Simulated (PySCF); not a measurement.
Saddle point of SiNH₄Cl, closed shell (SiNH₄Cl ([NH2][SiH2][Cl]) → SiNH₂Cl ([NH][SiH][Cl]) + H₂; bonds formed: H2–H4; bonds broken: Si1–H2, N3–H4), PBE0-D4/def2-TZVP structure:

```csv
atom,x (Å),y (Å),z (Å)
Si1,-0.4321,-0.2252,0.0382
H2,0.4637,0.6085,1.2887
N3,0.7297,0.2139,-0.9814
H4,0.8452,0.7934,0.4948
H5,-1.7464,0.4160,0.2788
Cl6,-0.6335,-2.0833,0.8646
H7,0.7735,0.2769,-1.9838
```

Energies are electronic, without zero-point energy. Barriers and step energies count from the start structure reached by relaxing down the imaginary mode; all methods use the PBE0-D4 structures, on which another method's saddle can fall below an end. PySCF 2.14 with density fitting (its default auxiliary sets; JK sets also for MP2 and CCSD(T)); basis: def2-TZVPP, with def2-QZVPP for the basis limit; cores frozen in the correlated methods. B3LYP uses VWN-RPA correlation. Extrapolation: Hartree–Fock as exp(−7.88 √X), correlation as X^−2.97.

```csv
method,barrier (kcal/mol),step energy (kcal/mol)
SPW92,71.00,59.33
PBE-D4,73.38,53.18
r2SCAN-D4,77.49,56.67
PBE0-D4,?,59.83
B3LYP-D4,80.23,55.74
BHLYP-D4,?,62.81
wB97M-V,?,58.66
HF,97.36,67.45
MP2,80.70,56.65
CCSD,85.34,59.99
CCSD(T),82.40,57.34
```

Q: Fill in the withheld barriers. (Judge from chemistry; the value comes from the calculation.)

A: The calculation gives: wB97M-V 81.64; BHLYP-D4 87.15; PBE0-D4 79.59 kcal/mol. Each is the energy of the saddle less that of the start structure, by the same method.

For comparison, the barrier by CCSD(T) at an estimated basis limit (MP2 extrapolated from triple and quadruple zeta, plus CCSD(T) − MP2 in triple zeta) is 81.25 kcal/mol.

No T1 diagnostic of these runs exceeds 0.017.

Labels in which every atom is bracketed show which atoms are joined, not bond orders.

For scale, one of the runs: CCSD(T)/def2-TZVPP, 171 basis functions, launched by `OMP_NUM_THREADS=4 python run.py`. Time: 2.8 min of wall clock on 4 CPU threads of an Arm Neoverse V2; the host was shared. Peak host memory: 1.4 GiB.
